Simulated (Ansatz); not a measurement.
# B2H: the cost of one run

The runs use Ansatz 0.2.0, Gaussian basis; the settings change from run to run.

22 further runs of the same task are left out: 1 for a known fault of the program, 14 that didn't finish, 7 set aside as unsound or not needed.

## Step 1: The geometry

The geometry derives from a PBE0/def2-TZVP stationary point (not a proven minimum). One bond is set to the value named and the two fragments are kept rigid.

3 atoms, charge 0, spin multiplicity 2.

Atoms are counted from 1 here; the program's logs count them from 0.

Bond lengths: B1–B2 1.523 Å.

## Step 2: MRCISD+Q(relaxed)(3,8)/6-31G

in.yaml

```yaml
crystal:
  periodic: [false, false, false]
  atoms:
    - {symbol: B, position_ang: [0.000000, 0.000000, -0.036096]}
    - {symbol: B, position_ang: [0.000000, 0.000000, -1.558808]}
    - {symbol: H, position_ang: [0.000000, 0.000000, 1.594904]}
basis:
  gaussian: {orbitals: 6-31G, point_charges: [{charge: 1.00, position_ang: [3.979, 0.642, 0.117]}]}
magnetization: {spin_polarized: false, initial_magnetization: 1}
correlation: {method: fic_mrcisd_q_relaxed, electrons: valence, active_space: {window: {electrons: 3, orbitals: 8}, states: [{multiplicity: 2, weights: [1, 1, 0.5]}], root: 1}}
```

Launch:

```
ansatz run in.yaml --threads 1 --pin off --events-out ev --progress --plain --max-ram 2393MiB
```

What time and memory should one allow on 1 thread of Arm Neoverse V1, shared host?

About 6.5 s, with a peak of 0.26 GiB.
